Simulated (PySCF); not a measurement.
**Isomerisation enthalpies of C5H6S**

**What was measured.**

From CRC Handbook of Chemistry and Physics, for the gas at 298.15 K: enthalpy of formation of `Cc1ccsc1` 82.5 kJ/mol; enthalpy of formation of `Cc1cccs1` (2-methylthiophene) 83.5 kJ/mol.

The results are set against them at the end.

Differences of these values give the isomerisation enthalpies. Geometries: GFN2-xTB; runs in PySCF, gas phase, with a dispersion term only where the level names one. Total electronic energies (Eh):

```json
{"SMILES": "Cc1ccsc1", "PBE0/pcSseg-1": "-591.90796"}
{"SMILES": "Cc1cccs1", "PBE0/pcSseg-1": "-591.90834"}
```

Geometry of `Cc1ccsc1` (Å):
```
atom  x, y, z in Å
C1    -1.7147    0.2154    0.1161
C2    -0.2600   -0.1092    0.0326
C3     0.7500    0.8703   -0.1711
C4     1.9970    0.3438   -0.2118
S5     1.9838   -1.3630   -0.0010
C6     0.2685   -1.3560    0.1405
H7    -2.3019   -0.6860    0.2709
H8    -2.0467    0.6981   -0.8024
H9    -1.9000    0.9014    0.9420
H10    0.5405    1.9194   -0.2820
H11    2.9317    0.8486   -0.3535
H12   -0.2469   -2.2834    0.2936
```

Geometry of `Cc1cccs1` (Å):
```
atom  x, y, z in Å
C1    -1.990    0.192    0.013
C2    -0.503    0.161    0.024
C3     0.326   -0.897   -0.174
C4     1.697   -0.558   -0.092
C5     1.893    0.756    0.168
S6     0.406    1.611    0.318
H7    -2.376    0.535    0.973
H8    -2.356    0.874   -0.755
H9    -2.381   -0.803   -0.187
H10   -0.027   -1.893   -0.374
H11    2.496   -1.267   -0.221
H12    2.816    1.289    0.282
```

Zero-point and thermal terms are left out, so the computed numbers are electronic energies.

**Comparison with experiment**

Relative to `Cc1ccsc1`, the lowest by measurement, in kJ/mol (measured: enthalpies at 298.15 K; computed: electronic energies):

```json
{"SMILES": "Cc1ccsc1", "measured": "0.0", "PBE0/pcSseg-1": "0.0"}
{"SMILES": "Cc1cccs1", "measured": "1.0", "PBE0/pcSseg-1": "-1.0"}
```

Measured values: 82.5 kJ/mol (298.15 K; CRC Handbook of Chemistry and Physics) for the first row; the others come from the same table. Unsigned miss: PBE0/pcSseg-1 2.0 kJ/mol. PBE0/pcSseg-1 puts another isomer lowest. The two lowest measured values lie only 1.0 kJ/mol apart, so their order may not be settled by the table. Where a level misses, the cause wasn't examined.
